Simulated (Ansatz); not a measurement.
Reaction: C3H7Cl (2-chloropropane, SMILES CC(C)Cl) → CH3 (SMILES [CH3], doublet) + C2H4Cl (SMILES C[CH]Cl, doublet) (the C-C bond breaks)
Each species at its own B3LYP-D3(BJ)/def2-TZVP minimum (Ansatz, a program for electronic structure).

Quantity: bond dissociation energy (electronic), in kcal/mol. Radicals and triplets start from unrestricted determinants; spin-orbit coupling is neglected. CBS(X,Y): correlation extrapolated as X^-3, Hartree-Fock from the larger set. A bracket is a step between two methods taken in the basis named. Functionals run without relativity, which enters their misses. Double hybrids freeze cores in their MP2 part. '+ core + X2C': CCSD(T) terms for core correlation (cc-pwCVTZ, 1s frozen past Ne) and scalar relativity (cc-pVTZ-DK).

CCSD(T)/CBS(cc-pV(T+d)Z,cc-pV(Q+d)Z) + [CCSDT(Q) - CCSD(T)]/cc-pV(D+d)Z + core + X2C (Ansatz) gives 95.1 kcal/mol.

Task: What does PBE/def2-TZVPD (Ansatz) give here, and how do the other levels compare?

Result: PBE gives 89.8 kcal/mol, 5.3 kcal/mol below it. Differences of the others: wB97M-V/def2-TZVPD (Ansatz) -0.4; B2PLYP/def2-TZVPD (Ansatz) -5.2; CCSD(T)/CBS(cc-pV(T+d)Z,cc-pV(Q+d)Z) + core + X2C (Ansatz) 0.1 kcal/mol. Nearer than PBE: wB97M-V/def2-TZVPD, B2PLYP/def2-TZVPD, CCSD(T)/CBS(cc-pV(T+d)Z,cc-pV(Q+d)Z) + core + X2C.
